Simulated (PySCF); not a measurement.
# P: ionisation energy

P [Ne] 3s2 3p3 (4S) → P⁺ [Ne] 3s2 3p2 (3P), as a difference of total energies. Computed with PySCF 2.14 in def2-SVP, with no relativity, point nucleus. Correlated levels: valence: [Ne] frozen. The calculations carry no spin-orbit coupling.

```json
{"method": "UHF", "ionisation energy (eV)": "9.939", "error (eV)": "-0.587"}
{"method": "BP86", "ionisation energy (eV)": "10.507", "error (eV)": "-0.019"}
{"method": "MN15", "ionisation energy (eV)": "10.389", "error (eV)": "-0.137"}
{"method": "MP2 (valence)", "ionisation energy (eV)": "10.258", "error (eV)": "-0.268"}
{"method": "SCS-MP2 (valence)", "ionisation energy (eV)": "10.129", "error (eV)": "-0.397"}
{"method": "CCSD (valence)", "ionisation energy (eV)": "10.174", "error (eV)": "-0.352"}
{"method": "CCSD(T) (valence)", "ionisation energy (eV)": "10.176", "error (eV)": "-0.350"}
```

Reference: 10.526 eV (measured; NIST levels, between the centres of gravity of the two terms).

Errors of the correlated levels include the incompleteness of this basis and the frozen core.
